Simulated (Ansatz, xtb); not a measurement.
Ranking isomers of C3H5F2

9 gas-phase structures of C3H5F2, found in a search over its isomers (lower ones may exist). Each was relaxed with GFN2-xTB; where two conformers were screened, the lower at r2SCAN-D4/def2-SVP is listed:

A. `C[C@H](F)[CH]F`, a doublet
B. `[CH2][C@H](F)CF`, a doublet
C. `FC[CH]CF`, a doublet
D. `C[CH]C(F)F`, a doublet
E. `C[C](F)CF`, a doublet
F. `F[CH]CCF`, a doublet
G. `[CH2]CC(F)F`, a doublet
H. `CC[C](F)F`, a doublet
I. `[CH2]C(C)(F)F`, a doublet

**Question.** Which do you expect lowest at r2SCAN-D4/def2-SVP, and how would the others follow?

**Answer.** Calculated order at r2SCAN-D4/def2-SVP: I (0.0), H (0.7), D (1.2), G (3.6), E (7.4), A (10.5), F (13.3), B (16.0), C (16.0) kcal/mol. Less than 1 kcal/mol parts I and H; H and D; B and C, so the order within those pairs means little.

Energies above the lowest of each column, in kcal/mol; the last columns are at B3LYP-D3(BJ)/def2-SVP geometries and were run for some of them only (a dash: not run or not comparable):

```csv
structure,GFN2-xTB,HF/STO-3G,r2SCAN-D4/def2-SVP,B3LYP-D3(BJ)/def2-SVP,CCSD(T)/def2-SVP + ΔMP2/def2-TZVPP
I,5.2,12.3,0.0,0.8,0.0
H,0.0,0.0,0.7,0.0,1.7
D,3.0,13.4,1.2,1.5,2.2
G,7.7,15.6,3.6,3.7,–
E,1.7,13.0,7.4,–,–
A,6.6,15.8,10.5,–,–
F,6.1,16.4,13.3,–,–
B,11.6,25.2,16.0,–,–
C,7.2,24.5,16.0,–,–
```

CCSD(T)/def2-SVP + ΔMP2/def2-TZVPP puts I lowest of those it was run on; GFN2-xTB picks H, HF/STO-3G picks H, B3LYP-D3(BJ)/def2-SVP picks H. Flexible structures stand in one conformer each, not always the lowest. Frequencies (B3LYP-D3(BJ)/def2-SVP) were run for D, H, I alone. Open shells are spin-unrestricted. ΔMP2 is the change of the MP2 energy from the smaller to the larger basis.

Over these structures GFN2-xTB departs from r2SCAN-D4/def2-SVP by 4.3 kcal/mol on average once a common shift is removed. A GFN2-xTB relaxation took about 0.062 s and the r2SCAN-D4/def2-SVP energy about 2.5 s on a shared host (Ansatz 0.2.0, xtb 6.7.1).
